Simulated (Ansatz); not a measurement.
Z-matrix (Å, degrees):
```
C
N 1 1.439
H 1 1.093 2 109.0
H 1 1.093 2 109.1 3 116.1
H 1 1.100 2 113.7 3 -121.9
C 2 1.257 1 117.9 3 121.5
H 6 1.090 2 119.4 1 -179.9
H 6 1.100 2 123.2 1 0.1
```

The species carries charge 0 and has multiplicity 1.

(1) List the CAM-B3LYP/def2-TZVPP orbital energies in eV (the Gaussian-basis code of Ansatz). (Estimate.)

Results:

(1) The calculation gave: Occupied: -391.58, -279.83, -279.34, -27.46, -21.59, -17.91, -15.06, -14.50, -13.79, -12.14, -10.12, -8.80. Lowest empty: 0.92, 2.50, 3.28, 3.88, 4.06, 4.40, 4.86, 6.24.
